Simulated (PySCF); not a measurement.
## MgCl2: fields on a plane

Level of theory: BP86/[Mg def2-TZVP, Cl def2-TZVP], no relativity, density fitting, PySCF.

The singlet minimum has Mg–Cl 2.186 Å (×2); Cl–Mg–Cl 180.0°.

The plane holds Mg1 at (0.00, 0.00), Cl2 at (2.19, 0.00), Cl3 at (-2.19, 0.00) Å. Columns run from x = -4.05 to 4.35 Å, rows from y = 2.25 (top) to -1.95 Å, in steps of 0.3 Å. Other isomers or separated fragments may lie lower.

Problem. Give the electron localisation function (set to 0 where the density is under 0.005 e/Å³). Lower edges of the bins: '_' 0.000, '.' 0.089, ':' 0.177, '-' 0.266, '=' 0.354, '+' 0.443, '*' 0.532, '#' 0.620, '%' 0.709, '@' 0.797; top 0.89, each point printed twice.

Solution. 
```
____________....________________________....______________
______..::::----::::....________....::::----::::..________
____..--==++++++====--::..____..::--====++++++==--..______
__..--++####%%####****==..____..==****####%%####++--..____
__::++##%%@@@@@@%%%%##--________--##%%%%@@@@@@%%##++::____
..--**%%@@@@@@@@@@@@##..__....__..##@@@@@@@@@@@@%%**--..__
..==##@@@@++..::%%@@##__==@@@@==__##@@%%::..++@@@@##==..__
::++%%@@%%..@@%%==@@**__%%####%%__**@@==%%@@..%%@@%%++::__
::++%%@@%%..@@%%==@@**__%%####%%__**@@==%%@@..%%@@%%++::__
..==##@@@@++..::%%@@##__==@@@@==__##@@%%::..++@@@@##==..__
..--**%%@@@@@@@@@@@@##..__....__..##@@@@@@@@@@@@%%**--..__
__::++##%%@@@@@@%%%%##--________--##%%%%@@@@@@%%##++::____
__..--++####%%####****==..____..==****####%%####++--..____
____..--==++++++====--::..____..::--====++++++==--..______
______..::::----::::....________....::::----::::..________
```

Problem. Give the electrostatic potential (V) (cut at 20 V). Lower edges of the bins (V): '_' -0.58, '.' -0.46, ':' -0.26, '-' 0.04, '=' 0.52, '+' 1.29, '*' 2.51, '#' 4.43, '%' 7.49, '@' 12.33; top 20.0, each point printed twice.

Solution. 
```
............::::----====++++++++====----::::..............
....________..::--====++++****++++====--::..________......
..________....::--==++************++==--::....________....
______..::--========++**########**++========--::..______..
____..--++**##****++**##%%%%%%%%##**++****##**++--..____..
__..--++##@@@@@@%%####%%@@@@@@@@%%####%%@@@@@@##++--..____
..::==##@@@@@@@@@@%%%%@@@@@@@@@@@@%%%%@@@@@@@@@@##==::..__
..::++%%@@@@@@@@@@@@%%@@@@@@@@@@@@%%@@@@@@@@@@@@%%++::..__
..::++%%@@@@@@@@@@@@%%@@@@@@@@@@@@%%@@@@@@@@@@@@%%++::..__
..::==##@@@@@@@@@@%%%%@@@@@@@@@@@@%%%%@@@@@@@@@@##==::..__
__..--++##@@@@@@%%####%%@@@@@@@@%%####%%@@@@@@##++--..____
____..--++**##****++**##%%%%%%%%##**++****##**++--..____..
______..::--========++**########**++========--::..______..
..________....::--==++************++==--::....________....
....________..::--====++++****++++====--::..________......
```
